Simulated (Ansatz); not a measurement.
Reaction (SMILES): N (NH3) → 3 H atom + N atom
B3LYP-D3(BJ)/def2-TZVP geometries, fixed; electronic energies without zero-point terms.

Effect of the final integration grid (spheres per factor e of radius in core and valence, angular degree) at PBE/aug-cc-pVQZ with Ansatz (an electronic-structure program), against the last row, where the atomisation energy is 302.20 kcal/mol. Open shells are unrestricted. The default's grid is 13, 11, 36.

```
setting                     largest shift of a total energy (mEh)  shift of the atomisation energy (kcal/mol)
--------------------------  -------------------------------------  ------------------------------------------
accuracy: medium (default)                                  0.000                                       0.000
final_grid: 4, 3, 11                                        0.429                                      -0.299
final_grid: 6, 5, 17                                        0.074                                      -0.053
final_grid: 8, 7, 23                                        0.007                                      -0.005
final_grid: 10, 9, 29                                       0.000                                       0.000
final_grid: 18, 15, 47                                      0.000                                       0.000
final_grid: 26, 22, 59                                      0.000                                       0.000
```

Within 0.1 kcal/mol in the atomisation energy: accuracy: medium (default); final_grid: 6, 5, 17; final_grid: 8, 7, 23; final_grid: 10, 9, 29; final_grid: 18, 15, 47. The largest shift is 0.429 mEh in a total energy and 0.299 kcal/mol in the difference.
